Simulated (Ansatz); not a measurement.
The input, for Ansatz 0.2.0:

```yaml
crystal:
  periodic: [false, false, false]
  atoms:
    - {symbol: B, position_ang: [-0.015433, -0.100990, 0.335976]}
    - {symbol: Al, position_ang: [-0.016266, -0.058502, -1.794552]}
    - {symbol: H, position_ang: [0.031698, 0.159492, 1.458575]}
basis:
  gaussian: {orbitals: 6-31G}
magnetization: {spin_polarized: false, initial_magnetization: 1}
correlation: {method: fci, electrons: outside_noble_gas}
```

```sh
$ ansatz run in.yaml --threads 1 --pin off --events-out ev --progress --plain --max-ram 2393MiB
```

The program prints:

```
491 factors; integrals over basis functions are off by at most 1.5e-7 eV
mean field evaluation 1: about -7265.5173 eV, gradient 7.8e0 eV
mean field evaluation 2: about -7265.5175 eV, gradient 7.8e0 eV
mean field evaluation 4: about -7266.1184 eV, gradient 9.5e-1 eV
mean field evaluation 8: about -7266.1485 eV, gradient 1.8e-3 eV
mean field evaluation 16: about -7266.1586 eV, gradient 1.6e-1 eV
mean field evaluation 32: about -7260.5373 eV, gradient 5.4e0 eV
mean field evaluation 64: about -7266.1485 eV, gradient 9.5e-5 eV
mean field evaluation 96: about -7266.1486 eV, gradient 9.2e-2 eV
mean field -7266.16887079 eV, -267.0267808155 hartree, gradient 2.3e-6 eV, S^2 0.750000; 9 other end points of the search recorded, 0 dependent functions left out
mean field evaluation 128: about -7266.1450 eV, gradient 7.8e-1 eV
mean field evaluation 160: about -7266.2990 eV, gradient 1.9e-3 eV
mean field evaluation 192: about -7266.2867 eV, gradient 1.1e-1 eV
mean field evaluation 224: about -7266.2990 eV, gradient 7.1e-4 eV
mean field evaluation 256: about -7266.2971 eV, gradient 1.5e-1 eV
mean field evaluation 288: about -7266.2385 eV, gradient 2.7e-1 eV
mean field evaluation 320: about -7266.2961 eV, gradient 8.9e-2 eV
determinant -7266.16887079 eV, -267.0267808155 hartree, with singles and doubles -7268.56916970 eV, -267.1149901734 hartree
determinant -7266.14847191 eV, -267.0260311703 hartree, with singles and doubles -7268.57095026 eV, -267.1150556076 hartree
determinant -7266.16887079 eV, -267.0267808155 hartree, with singles and doubles -7268.57102217 eV, -267.1150582503 hartree
determinant -7266.14847191 eV, -267.0260311703 hartree, with singles and doubles -7268.57154006 eV, -267.1150772823 hartree
6 core orbitals not correlated: weight in the atoms' cores, before any rotation towards them, 1.000 or more for the frozen orbitals, at most 0.000 for the correlated occupied ones
reference -7266.16887079 eV, -267.0267808155 hartree; 4, 3 occupied and 14, 15 virtual orbitals, 491 factors
state -7268.65495934 eV, -267.1181428843 hartree
6 core orbitals not correlated: weight in the atoms' cores, before any rotation towards them, 1.000 or more for the frozen orbitals, at most 0.000 for the correlated occupied ones
state -7268.65502770 eV, -267.1181453966 hartree
Total energy: -7268.65502770 eV, -267.1181453966 hartree
```

Natural occupations: 1.9697 1.9444 1.8685 0.9839 0.0717 0.0496 0.0411 0.0244 0.0187 0.0077 0.0060 0.0057 0.0033 0.0020 0.0014 0.0010 0.0006 0.0004.

Ran on 1 thread of Arm Neoverse V1, shared host: 31 s wall, 0.21 GiB peak host memory.
